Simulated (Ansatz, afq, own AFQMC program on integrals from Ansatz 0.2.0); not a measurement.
Integrals from Ansatz 0.2.0, then the random walk in our own AFQMC program (afq).

```yaml
crystal:
  periodic: [false, false, false]
  atoms:
    - {symbol: Rh, position_ang: [0.000000, 0.000000, 0.000000]}
basis:
  gaussian: {orbitals: def2-TZVPP}
total_charge: 1
magnetization: {spin_polarized: true, initial_magnetization: 2}
correlation: {method: ccsd_t, electrons: outside_noble_gas, hamiltonian_folder: ham}
```

```sh
$ ansatz run in.yaml --threads 1 --pin off --events-out ev --progress --plain --max-ram 16896MiB --backend cuda --devices 0, --max-vram 18GiB
```

afq runs on the folder ham with

```
--method phaseless --trial hf --walkers 4000 --populations 20 --least-time 40 --time-step 0.005 --steps-per-block 20 --equilibration-blocks 112 --max-blocks 4000 --target-error 0.0008500 --factor-cut 1e-05 --start spin_pure --seed 3056 --taylor-order 6
```

Times are imaginary, in 1/Eh. The walk had a cap of 96 s. With eight or more populations the least sampling time is a fifth of least-time, and the error comes from their spread. Core potentials past Kr, no spin–orbit coupling.

```
orbitals 52  electrons 5 3  factors 404 of 404
reference energy -109.51349872 Eh
CCSD correlation -0.20852747 Eh in 9 cycles, weight of the determinant in the CISD state 0.9510
energy of the start -109.513518 Eh
 block  time / (1/Eh)  mean weight  energy / Eh
     1     0.100  1.0018  -109.595724
     2     0.200  1.0017  -109.643949
     3     0.300  1.0016  -109.670529
     4     0.400  1.0016  -109.687742
     5     0.500  1.0013  -109.702523
     8     0.800  1.0007  -109.713545
    13     1.300  0.9998  -109.724931
    25     2.500  1.0001  -109.724478
    37     3.700  0.9998  -109.730575
    49     4.900  0.9999  -109.729449
    61     6.100  0.9999  -109.729600
    73     7.300  0.9996  -109.727913
    85     8.500  0.9996  -109.727620
    97     9.700  0.9993  -109.730191
   101    10.100  1.0005  -109.733436
   109    10.900  1.0001  -109.726456
   121    12.100  1.0001  -109.728722
   133    13.300  1.0001  -109.728642
   145    14.500  1.0000  -109.724279
   157    15.700  0.9999  -109.727429
   169    16.900  1.0004  -109.731006
   181    18.100  0.9998  -109.727716
   189    18.900  1.0002  -109.730676
error from the spread of 20 populations
energy -109.728550 +/- 0.000497 Eh
(rows thinned)
```

**Question.** Estimate how long the walk took on 1 × NVIDIA H100 80GB HBM3 with 2 threads of AMD EPYC 7R13 Processor (Zen 3), on a shared host (the card was shared).

**Answer.** 51 s of wall time.

The run passed its tests (sampling time, drift between the halves within three errors, error under three times the target), which doesn't prove that it has relaxed.

Against this walk (error 13.5 meV) on the same determinant: CCSD(T) 5.6 meV higher (within the noise), CCSDT(Q) 1.0 meV higher (within the noise), a separate phaseless walk with a CISD trial and standard settings 8.5 ± 13.6 meV higher (within the noise). The error is statistical and leaves out the bias of the constraint.

Cautions: constraint bias not in the error; no spin-orbit coupling; outer-core shells of the metal frozen.

CCSDT and higher add their correlation energy to the determinant of the CCSD(T) run, since their own runs factorise the integrals more tightly (a shift of under 2 meV).
